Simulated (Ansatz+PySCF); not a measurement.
**singlet C₂H(-): levels of theory in one basis**

```xyz
3

H     0.0000    0.0000   -1.4488
C     0.0000    0.0000   -0.4544
C     0.0000    0.0000    0.6959
```

Basis set: def2-SVP (spherical functions). Left uncorrelated: 2 orbitals. Charge -1, multiplicity 1.

Computed with Ansatz (development build ahead of 0.2.0); each method stands on the lowest determinant of its kind that the runs found. NEVPT2 correlates all electrons. Active spaces start from the frontier orbitals, and the lowest solution found is given.

| method | E − E(RHF) (eV) | <S²> of the determinant |
| --- | --- | --- |
| RHF | 0.00 | 0.00 |
| RHF-MP2 | -6.55 | – |
| RHF-CCSD | -6.98 | – |
| RHF-CCSD(T) | -7.25 | – |
| SC-NEVPT2(10,9) | -6.55 | – |

**Question.** What does CASSCF(10,9) give on the same scale?

**Answer.** -2.93 eV.

**Question.** Is a single determinant a sound starting point here?

**Answer.** By this sign, yes. Unrestricted orbitals gain 0.00 eV and <S²> is 0.00 against 0.00 for a pure state. The CASSCF(10,9) natural occupations are 1.99, 1.99, 1.98, 1.95, 1.95, 0.05, 0.05, 0.02, 0.01.

Caution: no diffuse functions for an anion.
